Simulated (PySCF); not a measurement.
# How methods differ on the ionisation energy of O

O [He] 2s2 2p4 [2p1/2^2 2p3/2^2, M_J = 2] → O⁺ [He] 2s2 2p3 [2p1/2^2 2p3/2^1, M_J = 3/2], as a difference of total energies. All numbers are calculated (PySCF 2.14, the two-component X2C-1e Hamiltonian, in x2c-TZVPall-2c with one added diffuse shell each of s, p, d type (6s4p3d1f, 40 functions)). Correlated levels: 1s2 frozen. "Screened" scales the spin-orbit matrix elements by Boettger's factors to mimic the two-electron term; Breit and QED terms are absent.

```csv
method,ionisation energy (eV)
GHF (spin-free),11.912
GMP2 (spin-free),13.272
GHF (screened spin-orbit),11.922
GMP2 (screened spin-orbit),13.282
```

Q: How much does correlation contribute at GMP2 (screened spin-orbit)?

A: 13.282 − (11.922) = 1.360 eV, measured against GHF (screened spin-orbit).

Errors of the correlated levels include the incompleteness of this basis and the frozen core.

The labels give the starting determinants; with spin-orbit coupling the two ends relaxed to ⟨J²⟩ = 6.01, ⟨L²⟩ = 2.00, ⟨S²⟩ = 2.01 and ⟨J²⟩ = 3.76, ⟨L²⟩ = 0.00, ⟨S²⟩ = 3.76.

For comparison: 13.618 eV (measured; NIST Atomic Spectra Database, ionization energies).
